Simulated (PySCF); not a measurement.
## LiS⁺ at M06-2X

Level: M06-2X. PySCF, no relativity, basis sets Li 6-311G(d,p), S 6-311G(d,p).

```
state                                                                                                             : ³Σ⁻ (triplet), unpaired electrons π ↑↑
bond length                                                                                                       : 2.463 Å
harmonic wavenumber                                                                                               : 347 cm⁻¹
force constant                                                                                                    : 0.409 mdyn/Å
rotational constant Be                                                                                            : 0.4829 cm⁻¹
anharmonicity ωexe                                                                                                : 4.40 cm⁻¹
vibration–rotation constant αe                                                                                    : 0.00851 cm⁻¹
well depth De to Li⁺ + S                                                                                          : 0.80 eV
dissociation energy D0                                                                                            : 0.78 eV
bond order (Mayer)                                                                                                : 0.43
dipole moment (positive dipole points towards S; it is taken about the centre of mass and depends on that origin) : -7.80 D
```

For an ion De counts to the pair picked by the measured ionisation energies or electron affinities, which need not be the lowest pair at this level. The state was picked by a PBE0 search and need not be the measured ground state.
